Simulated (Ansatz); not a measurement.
Born–Oppenheimer molecular dynamics of CH$_{8}$Si$_{2}$ (11 atoms, charge 0, multiplicity 1). It starts from a rough guess of a transition structure, not a stationary point.

Theory: Ansatz, UKS PBE/STO-3G.

| Property | Result |
| --- | --- |
| ensemble | NVE (velocity Verlet) |
| time step | 0.5 fs |
| steps asked | 150 |
| starting velocities drawn for | 600 K |
| seed | 905153 |

Frames 1 fs apart, positions in Å.

Velocities at 45.0 fs (Å/ps):

```
Si -1.78 2.26 -1.89
H -48.76 -48.47 34.08
C 6.71 -1.28 1.20
H 21.41 52.20 74.74
H -36.99 21.47 -97.78
Si 1.58 -2.11 -2.07
H -19.94 -13.62 31.83
H -50.88 -44.11 24.44
H 56.60 17.41 -42.49
H 3.84 32.28 56.24
H 0.35 -5.95 14.99
```

```xyz
11
Properties=species:S:1:pos:R:3 time_fs=45.0 energy_less_start_eV=-1.589 T=1966
Si -0.238 0.292 -0.628
H 0.469 -0.238 -2.291
C 1.420 0.768 -0.089
H 1.538 1.747 -1.090
H -1.054 1.567 -0.803
Si -1.353 -0.913 1.116
H 1.671 1.096 1.054
H 2.216 -0.095 -0.442
H -0.385 -1.318 2.157
H -2.063 -2.130 0.662
H -2.307 0.041 1.706
11
Properties=species:S:1:pos:R:3 time_fs=46.0 energy_less_start_eV=-2.173 T=2467
Si -0.240 0.294 -0.631
H 0.408 -0.282 -2.239
C 1.429 0.767 -0.088
H 1.562 1.784 -0.995
H -1.088 1.583 -0.901
Si -1.351 -0.915 1.114
H 1.648 1.080 1.070
H 2.156 -0.127 -0.412
H -0.330 -1.300 2.113
H -2.059 -2.096 0.719
H -2.305 0.034 1.721
11
Properties=species:S:1:pos:R:3 time_fs=47.0 energy_less_start_eV=-3.129 T=3283
Si -0.243 0.296 -0.634
H 0.326 -0.318 -2.153
C 1.440 0.769 -0.088
H 1.591 1.786 -0.863
H -1.111 1.582 -0.996
Si -1.349 -0.917 1.111
H 1.621 1.060 1.055
H 2.085 -0.136 -0.373
H -0.279 -1.281 2.066
H -2.058 -2.067 0.774
H -2.301 0.022 1.735
11
Properties=species:S:1:pos:R:3 time_fs=48.0 energy_less_start_eV=-4.058 T=4070
Si -0.246 0.297 -0.638
H 0.225 -0.346 -2.036
C 1.452 0.774 -0.089
H 1.626 1.756 -0.703
H -1.122 1.563 -1.085
Si -1.346 -0.918 1.109
H 1.590 1.035 1.013
H 2.012 -0.129 -0.331
H -0.234 -1.260 2.017
H -2.064 -2.052 0.824
H -2.293 0.007 1.748
11
Properties=species:S:1:pos:R:3 time_fs=49.0 energy_less_start_eV=-4.237 T=4216
Si -0.250 0.299 -0.643
H 0.111 -0.368 -1.897
C 1.464 0.780 -0.088
H 1.670 1.706 -0.535
H -1.119 1.525 -1.166
Si -1.343 -0.917 1.106
H 1.557 1.006 0.960
H 1.951 -0.118 -0.291
H -0.194 -1.239 1.967
H -2.082 -2.056 0.868
H -2.283 -0.009 1.761
11
Properties=species:S:1:pos:R:3 time_fs=50.0 energy_less_start_eV=-3.387 T=3507
Si -0.255 0.301 -0.649
H -0.008 -0.395 -1.758
C 1.474 0.787 -0.086
H 1.729 1.670 -0.385
H -1.103 1.470 -1.236
Si -1.339 -0.916 1.103
H 1.522 0.976 0.918
H 1.914 -0.120 -0.260
H -0.159 -1.218 1.919
H -2.108 -2.078 0.904
H -2.269 -0.026 1.776
11
Properties=species:S:1:pos:R:3 time_fs=51.0 energy_less_start_eV=-2.878 T=3080
Si -0.261 0.303 -0.653
H -0.122 -0.445 -1.648
C 1.480 0.792 -0.083
H 1.816 1.688 -0.273
H -1.078 1.403 -1.296
Si -1.334 -0.914 1.099
H 1.485 0.943 0.914
H 1.907 -0.141 -0.240
H -0.129 -1.198 1.873
H -2.138 -2.111 0.935
H -2.253 -0.042 1.794
11
Properties=species:S:1:pos:R:3 time_fs=52.0 energy_less_start_eV=-3.376 T=3487
Si -0.268 0.308 -0.655
H -0.225 -0.540 -1.593
C 1.481 0.793 -0.080
H 1.932 1.755 -0.197
H -1.047 1.331 -1.347
Si -1.329 -0.912 1.095
H 1.442 0.905 0.959
H 1.927 -0.176 -0.229
H -0.104 -1.180 1.832
H -2.165 -2.147 0.961
H -2.236 -0.054 1.815
11
Properties=species:S:1:pos:R:3 time_fs=53.0 energy_less_start_eV=-3.612 T=3683
Si -0.276 0.313 -0.656
H -0.319 -0.679 -1.586
C 1.481 0.793 -0.077
H 2.058 1.831 -0.146
H -1.016 1.262 -1.391
Si -1.323 -0.909 1.091
H 1.392 0.861 1.032
H 1.966 -0.211 -0.224
H -0.081 -1.166 1.796
H -2.184 -2.177 0.982
H -2.218 -0.064 1.840
11
Properties=species:S:1:pos:R:3 time_fs=54.0 energy_less_start_eV=-2.982 T=3152
Si -0.284 0.319 -0.656
H -0.404 -0.839 -1.601
C 1.480 0.794 -0.072
H 2.175 1.883 -0.111
H -0.993 1.206 -1.436
Si -1.318 -0.906 1.086
H 1.339 0.811 1.107
H 2.017 -0.232 -0.222
H -0.061 -1.155 1.768
H -2.191 -2.196 0.998
H -2.200 -0.070 1.871
11
Properties=species:S:1:pos:R:3 time_fs=55.0 energy_less_start_eV=-2.055 T=2365
Si -0.292 0.324 -0.655
H -0.478 -0.992 -1.615
C 1.481 0.796 -0.065
H 2.268 1.897 -0.088
H -0.981 1.170 -1.488
Si -1.313 -0.904 1.081
H 1.288 0.758 1.161
H 2.070 -0.231 -0.220
H -0.044 -1.148 1.745
H -2.183 -2.200 1.010
H -2.180 -0.073 1.905
11
Properties=species:S:1:pos:R:3 time_fs=56.0 energy_less_start_eV=-1.457 T=1854
Si -0.300 0.327 -0.655
H -0.538 -1.123 -1.617
C 1.483 0.797 -0.053
H 2.330 1.871 -0.075
H -0.981 1.153 -1.547
Si -1.308 -0.901 1.076
H 1.244 0.706 1.186
H 2.118 -0.205 -0.217
H -0.028 -1.145 1.729
H -2.162 -2.189 1.016
H -2.157 -0.075 1.942
```

Of the whole run (75 fs, mean temperature of the second half 2554 K): The conserved energy stayed within 3.1 meV per atom of its start (net change -1.1 meV per atom), so there is no drift, though single steps change it by up to 30 meV in the whole system, a sign of fast motions only just resolved. The system heated up, since it started high on the potential surface and ran downhill. A run of 0.075 ps of so small a system gives no equilibrium averages. The orbitals stay closed-shell, which can raise the energy where a bond breaks towards radicals; this wasn't checked here. Limits of this set-up: minimal basis.

Run time: 6 min on 1 thread of Intel(R) Xeon(R) Platinum 8259CL CPU @ 2.50GHz (Skylake/Cascade Lake), on a shared host, peak memory 0.12 GiB.
